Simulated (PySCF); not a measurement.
C3H (charge +1 and singlet state).
SMILES: `[C+]C#C`

Method: MP2 and CCSD/aug-cc-pVDZ in PySCF, restricted Hartree–Fock reference, 3 core orbitals frozen, non-relativistic, gas phase, PBE0-D3(BJ)/def2-SVP geometry.

E(HF) = -113.66109 Eh.

Problem. How large is the problem?

Solution. 78 basis functions and 18 electrons; 3 orbitals frozen, which leaves o = 6 correlated occupied and v = 69 virtual orbitals. That is o·v = 414 singles and o·v(o·v + 1)/2 = 85905 distinct closed-shell doubles amplitudes before symmetry; the costliest CCSD step grows as o²v⁴ = 8.2 × 10^8.

Problem. What are the MP2 and CCSD correlation energies?

Solution. MP2 -0.3406 Eh and CCSD -0.3603 Eh, which gives totals of -114.00166 and -114.02142 Eh. That is 0.817 eV for each correlated electron at CCSD (946 kJ/mol in all, 0.316 % of the total energy); MP2 gives 94.5 % of the CCSD value.

Problem. What is the T1 diagnostic?

Solution. 0.0226, above the customary warning level of 0.02 for a single-reference treatment. It is the norm of the spatial-orbital singles amplitudes over the root of the number of correlated electrons, so the norm is 0.078.

Connected triples and the basis-set limit are missing.

The job also held the EOM ionisation and excitation roots. The run took 41 s on an Arm Neoverse V1 with one thread, shared host with 64 logical CPUs at a one-minute load of 12, and the process peaked at 0.45 GiB of memory.
